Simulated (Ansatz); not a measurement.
Born–Oppenheimer molecular dynamics of H8Si3 (11 atoms, charge 0, multiplicity 1). It starts from a relaxed structure.

Method: RKS r2SCAN/STO-3G in Ansatz.

| Property | Result |
| --- | --- |
| ensemble | NVT, Langevin thermostat |
| time step | 0.5 fs |
| steps asked | 100 |
| set temperature | 700 K |
| friction | 0.02 /fs |
| masses | H 2.014 u |
| seed | 785408 |

First frame:

```xyz
11
Properties=species:S:1:pos:R:3
Si -0.010 0.003 -0.053
H 0.096 -0.093 1.388
H 1.346 0.107 -0.550
Si -1.137 1.878 -0.589
H -2.504 1.820 -0.122
H -0.521 3.048 -0.004
H -1.175 2.070 -2.022
Si -0.950 -1.881 -0.851
H -2.252 -2.104 -0.262
H -1.127 -1.810 -2.285
H -0.132 -3.039 -0.565
```

Q: How far do the bonds stretch over the last three quarters of this one trajectory? (Pairs bonded in most of those frames.)

A: 
```csv
bond,mean (Å),spread (Å),shortest,longest
Si1–H2,1.448,0.041,1.39,1.54
Si1–H3,1.455,0.038,1.38,1.52
Si1–Si4,2.259,0.047,2.16,2.30
Si1–Si8,2.244,0.028,2.21,2.31
Si4–H5,1.453,0.042,1.37,1.53
Si4–H6,1.453,0.026,1.41,1.50
Si4–H7,1.451,0.038,1.39,1.53
Si8–H9,1.450,0.027,1.40,1.50
Si8–H10,1.457,0.053,1.38,1.56
Si8–H11,1.466,0.054,1.37,1.54
```

Mean temperature of the second half: 448 K. The mean temperature of the second half is 36 % below the set value. A run of 0.05 ps of so small a system gives no equilibrium averages. Limits of this set-up: minimal basis.

Run time: 7.8 min on 1 thread of Intel(R) Xeon(R) Platinum 8259CL CPU @ 2.50GHz (Skylake/Cascade Lake) (shared host), peak memory 0.13 GiB.
